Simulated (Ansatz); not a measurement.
We consider hcp Re, described by r²SCAN (Ansatz, a quantum-chemistry and plane-wave program, plane waves, PAW).

Numerical settings: plane-wave cutoff 500 eV, 20×20×1 k mesh (along the axes of the cell as run), Fermi–Dirac smearing 0.1 eV, scalar-relativistic PAW data made under PBE.

Question: Estimate the surface energy of the (10-11) face and work function of the (10-11) face that the calculation returns.

Answer: 
* **surface energy of the (10-11) face**: 4.03 J/m²
* **work function of the (10-11) face**: 3.97 eV

The slab of 12 atoms is relaxed and unreconstructed.

Spin–orbit coupling is not included.

Computed values are for the static lattice.

The result took about 120 core-minutes (a rough figure).
